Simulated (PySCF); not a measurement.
C3H5F2N.
Atom-mapped SMILES: `[CH3:1]/[N:2]=[CH:3]/[CH:4]([F:5])[F:6]` (hydrogens: H7, H8, H9 on C1; H10 on C3; H11 on C4)

Level of theory: PBE0-D3(BJ)/def2-SVP geometry optimisation, gas phase (PySCF).

(1) What internal coordinates does the optimisation give?

Results:

(1) 
```csv
bond,length (Å),order
C1–N2,1.434,single
N2=C3,1.260,double
C3–C4,1.499,single
"C4–F5, C4–F6",1.352,single
"C1–H7, C1–H8, C1–H9",1.104,single
C3–H10,1.110,single
C4–H11,1.102,single
```

Bonds in one row agree within 0.01 Å and their mean is given. Orders are formal, as drawn. A selection of angles:
```csv
angle,degrees
N2–C1–H7,109.1
N2–C1–H8,114.3
H7–C1–H8,109.0
H7–C1–H9,106.2
C1–N2–C3,119.1
N2–C3–C4,119.9
N2–C3–H10,124.5
C4–C3–H10,115.6
C3–C4–F5,109.7
C3–C4–H11,111.1
F5–C4–F6,107.4
F5–C4–H11,109.6
```

Dihedral angles: C1–N2–C3–C4 180° (antiperiplanar); N2–C3–C4–F5 -121° (anticlinal).

N2 (imine nitrogen) is bent (angle 119.1°). The C–N distances run from 1.260 Å (N2=C3, drawn double) to 1.434 Å (C1–N2, drawn single), a spread of 0.174 Å. Of the pairs four or more bonds apart, H8···H10 is among the closest relative to their van der Waals radii: 2.28 Å, 95 % of the sum of Bondi's values.

Point group: Cs (every atom within 0.08 Å of its image). Whether it is a minimum is left open (no frequencies). The numbers are those of one conformer.
